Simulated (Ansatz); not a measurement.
hcp Hf was calculated with LDA (PAW; Ansatz, a quantum-chemistry and plane-wave program).

Run with plane-wave cutoff 520 eV, 16×16×10 k mesh (along the axes of the cell as run), Fermi–Dirac smearing 0.1 eV, perturbation theory, force constants from a 4×4×2 q mesh, scalar-relativistic PAW data made under PBE.

Computed at the level's own relaxed cell.

```
Hf
1.0
    3.11862     0.00000     0.00000
   -1.55931     2.70080     0.00000
    0.00000     0.00000     4.94518
Hf
2
Direct
  0.66667   0.33333   0.75000
  0.33333   0.66667   0.25000
```

Harmonic phonon frequencies (cm⁻¹; i marks an imaginary mode):

```
q point      frequencies
-------  ---------------
Γ        0 0 0 70 70 117
A                    ___
```

**Question.** What belongs in the gaps?

**Answer.** 
- A, frequencies: 49 49 49 49 110 110

No imaginary mode appears at these points.
